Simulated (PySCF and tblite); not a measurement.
Results of a calculation; reference values are marked as such.
C₅H₉Cl, numbered as in [CH3:1][C@H:2]([Cl:3])[CH:4]1[CH2:5][CH2:6]1.

Level: B3LYP-D3(BJ)/def2-SVP (IEF-PCM, chloroform)//GFN2-xTB, thermal terms from GFN2-xTB, symmetry numbers and mirror pairs counted. Conformers within 2.5 kcal/mol (GFN2-xTB free energy) were kept, 6 at most. GIAO shieldings: B97-2/pcSseg-1 (IEF-PCM, chloroform). Shifts are against TMS (¹H), TMS (¹³C) at the same level; of two unlike H on one atom, a is the less shielded. Run with PySCF (density fitting) and tblite.

(1) List the conformer-averaged shifts at 298.15 K.

(2) How do the conformers differ?

(3) Which signal moves most, for its nucleus, between 250 and 350 K through the change of populations alone?

Shifts are unscaled: against experiment ¹³C can be off by 15 ppm or more and ¹H by 0.8 ppm.

Answers

(1) ¹H: 3.44 (H2, 1H), 1.64 (H1, 3H), 1.04 (H4, 1H), 0.69 (H6a, 1H), 0.65 (H5a, 1H), 0.45 (H5b, 1H), 0.41 (H6b, 1H) ppm. ¹³C: 71.1 (C2), 28.4 (C1), 23.7 (C4), 8.5 (C6), 7.5 (C5) ppm.

(2) Torsions listed: Cl3–C2–C4–C5.
```csv
conformer,shape,weight %
1,80°,83.5
2,-39°,12.8
3,-144°,3.7
```

```
signal     1     2     3  average
    H1  1.67  1.61  1.15     1.64
    H2  3.19  4.62  4.84     3.44
    H4  1.03  1.02  1.44     1.04
   H5a  0.69  0.39  0.71     0.65
   H5b  0.42  0.59  0.59     0.45
   H6a  0.73  0.47  0.53     0.69
   H6b  0.37  0.62  0.56     0.41
    C1  28.6  29.0  21.0     28.4
    C2  72.1  65.5  67.2     71.1
    C4  24.4  19.5  22.1     23.7
    C5   8.4   1.0   9.5      7.5
    C6   9.4   4.1   3.6      8.5
```

(3) H2: 3.37 ppm at 250 K, 3.44 ppm at 298.15 K, 3.50 ppm at 350 K.
